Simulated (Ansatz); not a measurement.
C4H6O can be A, `CC1=COC1`, or B, `C#COCC`.

Gas-phase electronic energies from Ansatz, PBE0-D4/def2-TZVP geometries. CCSD(T)/CBS adds triple-zeta CCSD(T) − MP2 to the extrapolated MP2 energy (def2 sets, frozen cores). Functionals use def2-TZVPP. B3LYP here is the variant with VWN-RPA as its local correlation; programs differ in this. One conformer a species, not always the lowest.

Question: Which is lower in electronic energy at CCSD(T)/CBS, and by how much? (Best estimate.)

Answer: Computed: A, by 14.4 kcal/mol.

Question: Give E(B) − E(A) in kcal/mol with HF/def2-TZVPP, B3LYP, ωB97M-V, CCSD/def2-TZVPP, r2SCAN-D4, MP2/def2-TZVPP, CCSD(T)/def2-TZVPP. (Estimate.)

Answer: The calculation gave: HF/def2-TZVPP 8.5, B3LYP 12.5, ωB97M-V 15.1, CCSD/def2-TZVPP 13.9, r2SCAN-D4 16.3, MP2/def2-TZVPP 14.2, CCSD(T)/def2-TZVPP 14.5. None reverses the order clearly.

Largest T1 diagnostic: 0.013.

In def2-TZVPP, CCSD(T) changes the Hartree–Fock value by +6.0 kcal/mol (the triples alone add +0.6 kcal/mol) and MP2 by +5.7 kcal/mol.
